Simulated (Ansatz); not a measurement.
**[BH2···H···S], triplet in cc-pVDZ: errors against UCCSDT(Q)**

Geometry: a point of a hydrogen-transfer path between rigid fragments, not a stationary point.

```yaml
atoms:
  - { symbol: B, position_ang: [-2.2768, 0.0000, 0.0000] }
  - { symbol: H, position_ang: [-2.8735, 1.0336, 0.0000] }
  - { symbol: H, position_ang: [-2.8735, -1.0336, 0.0000] }
  - { symbol: H, position_ang: [-0.7938, 0.0000, 0.0000] }
  - { symbol: S, position_ang: [0.9732, 0.0000, 0.0000] }
```

Basis cc-pVDZ; Ansatz 0.2.0. Only valence electrons are correlated (noble-gas cores frozen), which leaves 12 electrons in 41 orbitals. Prefix R: restricted or restricted open-shell reference; prefix U: unrestricted. Active spaces: valence = (12e, 11o) chosen from the atoms' valence shells; pair = (4e, 4o) about the gap.

Full CI isn't at hand for all of this; UCCSDT(Q) serves as the reference, and is uncertain by about the last step of the cluster series. The frozen core follows each run's orbitals, which can shift R against U totals by a few meV.

For open shells CISD is restricted-active-space CI with the open shells as a complete middle space.

```
UHF ⟨S²⟩                          : 2.036
T1 diagnostic (RCCSD)             : 0.0218
largest doubles amplitude (RCCSD) : 0.049
T1 diagnostic (UCCSD)             : 0.0133
```

| level | E − E(RHF) (eV) |
| --- | --- |
| UHF | -0.2387 |
| RMP2 | -5.3595 |
| UMP2 | -5.3295 |
| RCCSD | -6.4948 |
| UCCSD | -6.4996 |
| RCCSD(T) | -6.6171 |
| UCCSD(T) | -6.6168 |

(1) Estimate how far UCCSDT(Q) in cc-pVDZ lies from RCCSD(T). The table doesn't fix it; the size of (T) and the diagnostics are the guide.

(1) UCCSDT(Q) in cc-pVDZ lies 33 meV below RCCSD(T), which is 27 % of the (T) step (-122 meV). The diagnostics give no warning, yet the rest is a sizeable part of (T).

The other levels:

| level | E − E(UCCSDT(Q)) (meV) | share of correlation (%) | wall time |
| --- | --- | --- | --- |
| CISD | 664 | 90.02 | 5.5 s |
| BCCD(T) | 33 | 99.50 | 7.5 s |
| RCCSDT | 7 | 99.89 | – |
| UCCSDT | 7 | 99.90 | – |
| RCCSDT(Q) | 0 | 99.99 | 61 s |
| CASSCF (pair space) | 6049 | 9.03 | – |
| NEVPT2 (pair space) | 1216 | 81.71 | 3.6 s |
| MRCISD (pair space) | 559 | 91.59 | – |
| MRCISD+Q (pair space) | 24 | 99.64 | 4.1 s |
| CASSCF (valence space) | 5002 | 24.78 | – |
| NEVPT2 (valence space) | 1247 | 81.24 | 24 s |

The correlation energy at UCCSDT(Q), counted from RHF, is -6.650 eV. That run took 57 s on 1 thread of Arm Neoverse V1, shared host.

Times hold each run's SCF and search for its determinant on a shared host, so for small cases they say little of a method's own cost; they ran on 1 thread of Arm Neoverse V1.

Natural occupations of CASSCF (valence space) about the gap: 1.978 1.978 1.963 1.001 1.000 0.038 0.017 0.017 0.009; effectively unpaired electrons, Σ n²(2−n)², 2.02.
